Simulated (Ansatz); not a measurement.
# SiH+ (quintet): the correlation ladder, def2-TZVPP

One table from this session's results is given with a row withheld; the runs are named, their logs left out.

Method: def2-TZVPP, core rule «outside noble gas», up to 5 orbitals frozen; program: Ansatz 0.2.0, Gaussian basis.

Plan: UHF; ROHF; CCSD(T) on UHF.

2 further runs of the same task are left out: 2 set aside as unsound or not needed.

### What is computed

The geometry is a PBE0/def2-TZVP stationary point (not a proven minimum) of the parent state, kept for this charge and spin.

2 atoms, charge 1, spin multiplicity 5.

Atoms are counted from 1 here; the program's logs count them from 0.

Bond lengths: Si1–H2 1.547 Å.

Set-up of the first run:

The input, in.yaml:

```yaml
crystal:
  periodic: [false, false, false]
  atoms:
    - {symbol: Si, position_ang: [0.000000, 0.000000, 0.000000]}
    - {symbol: H, position_ang: [0.000000, 0.000000, 1.547200]}
basis:
  gaussian: {orbitals: def2-TZVPP}
total_charge: 1
magnetization: {spin_polarized: true, initial_magnetization: 4}
hamiltonian: {xc: hf}
output: {orbitals: {seedname: orbitals}}
```

Launch:

```bash
$ ansatz run in.yaml --threads 1 --pin off --events-out ev --progress --plain --max-ram 2816MiB --backend cpu
```

Steps of the session up to this table: UHF; ROHF; CCSD(T) on UHF.

One of the session's tables, all rows but one given; the rest of the session is left out.

It belongs to the step «Misses and costs». 

| method | from UCCSD(T) (meV) |
| --- | --- |
| ROHF | +691.2 |
| UHF | +684.4 |
| UMP2 | ? |
| UCCSD | +9.2 |
| UCCSD(T) | 0 |

**Question.** Estimate the row for UMP2.

As computed: from UCCSD(T) (meV): +216.5. In the column «from UCCSD(T) (meV)» it lies between UCCSD (+9.2) and UHF (+684.4).
